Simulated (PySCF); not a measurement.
hydrazine (H₄N₂), SMILES NN.

The structure is a stationary point at B3LYP-D3(BJ)/def2-TZVP.

Level of theory: PBE0/def2-TZVPD (PySCF).

Gas-phase values at a fixed geometry.

* **total energy**: -111.78729 hartree
* **point group**: C2
* **highest occupied level**: -7.24 eV
* **lowest empty level**: 0.35 eV
* **orbital gap**: 7.60 eV
* **dipole moment**: 1.90 D
* **quadrupole, principal values (traceless, Buckingham form, about the centre of nuclear charge)**: -3.68, -0.35, 4.03 D·Å
* **mean static polarisability**: 22.6 bohr³ (3.35 Å³)
* **polarisability, principal values**: 21.0, 21.2, 25.8 bohr³
